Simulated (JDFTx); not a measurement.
Input for JDFTx (a modified build): C2H4O2 (built from acetic acid), charge +1, multiplicity 2, CANDLE, water, 1 M NaCl; lengths in bohr, energies in hartree. JDFTx counts charge in electrons: elec-initial-charge is the number of excess electrons. The run starts from orbitals saved by an earlier run of the same system.

```
lattice \
  24.5664396201 0.0000000000 0.0000000000 \
  0.0000000000 22.2042819644 0.0000000000 \
  0.0000000000 0.0000000000 20.3145558397
coords-type Cartesian
ion C -2.4336699428 -0.5894350828 -0.4712155854 0
ion C 0.2851180306 0.2225166930 -0.4772769417 0
ion O 1.0342407780 2.3634960163 -0.4602821187 0
ion O 1.8564627002 -1.7646141910 -0.4733007727 0
ion H -3.0228021090 -0.8698035579 1.4801399529 0
ion H -3.6010754714 0.8757576330 -1.3079762343 0
ion H -2.6405014713 -2.3634960163 -1.4801399529 0
ion H 3.6010754714 -1.2037490148 -0.4359158096 0
ion-species pseudo/c_pbe_v1.2.upf
ion-species pseudo/o_pbe_v1.2.upf
ion-species pseudo/h_pbe_v1.4.upf
elec-cutoff 20 100
elec-ex-corr gga-PBE
symmetries none
elec-n-bands 12
spintype z-spin
elec-initial-magnetization 1 yes
elec-initial-charge -1
electronic-scf nIterations 100 energyDiffThreshold 1e-8
fluid LinearPCM
pcm-variant CANDLE
fluid-solvent H2O
fluid-cation Na+ 1
fluid-anion Cl- 1
fluid-minimize nIterations 400 knormThreshold 1e-11
wavefunction read s0.wfns
dump-name s1.$VAR
dump End State Ecomponents EigStats BandEigs Forces ElecDensity IonicPositions FluidDebug
```

The log closes as follows.

```
[...]
SCF: Cycle: 14   Etot: -45.683393574615380   dEtot: -2.052e-08   |Residual|: 4.992e-05   |deigs|: 1.959e-06
SCF: Cycle: 15   Etot: -45.683393576892009   dEtot: -2.277e-09   |Residual|: 5.577e-05   |deigs|: 1.957e-05
SCF: Cycle: 16   Etot: -45.683393580258993   dEtot: -3.367e-09   |Residual|: 3.966e-05   |deigs|: 8.613e-06
SCF: Converged (|Delta E|<1.000000e-08 for 2 iters).

# Ionic positions in cartesian coordinates:
ion C  -2.433669942800000  -0.589435082800000  -0.471215585400000 0
ion C   0.285118030600000   0.222516693000000  -0.477276941700000 0
ion O   1.034240778000000   2.363496016300000  -0.460282118700000 0
ion O   1.856462700200000  -1.764614191000000  -0.473300772700000 0
ion H  -3.022802109000000  -0.869803557900000   1.480139952900000 0
ion H  -3.601075471400000   0.875757633000000  -1.307976234300000 0
ion H  -2.640501471300000  -2.363496016300000  -1.480139952900000 0
ion H   3.601075471400000  -1.203749014800000  -0.435915809600000 0

# Forces in Cartesian coordinates:
force C  -0.003851184391558   0.023342661248219  -0.000157968198632 0
force C  -0.011213726623054  -0.090017315829614   0.000385364026960 0
force O   0.010409467678810   0.047538623944620  -0.000032318344641 0
force O  -0.031373899961661   0.015669751539834  -0.000434510742508 0
force H   0.001348201684083   0.002397545309320   0.011785070606306 0
force H  -0.007497761351030   0.004853152611287  -0.002605810707820 0
force H   0.007759233607222  -0.008793952848897  -0.009857675421250 0
force H   0.034343467591284   0.005065532721694   0.000813406360438 0

# Energy components:
   A_diel =       -0.0481196740789945
   Eewald =       32.4148306210565167
       EH =       65.9324453755366875
     Eloc =     -161.2005645682961870
      Enl =        6.0883227581295376
      Exc =      -11.9847057807342310
 Exc_core =        0.1974524442296763
       KE =       22.9147963025917321
  MuShift =        0.0021489413062663
-------------------------------------
     Etot =      -45.6833935802589934


	eMin: -1.147058 at state 0 ( [ +0.000000 +0.000000 +0.000000 ] spin 1 )
	HOMO: -0.367823 at state 1 ( [ +0.000000 +0.000000 +0.000000 ] spin -1 )
```

The run took 17 electronic cycles (a count that differs between repeats, as do the digits past 10⁻⁶ Ha); the highest occupied level lies at -10.01 eV from the bulk liquid; the total lies -3.10 eV from the vacuum run at this geometry. The continuum can't coordinate to the solute or react with it.
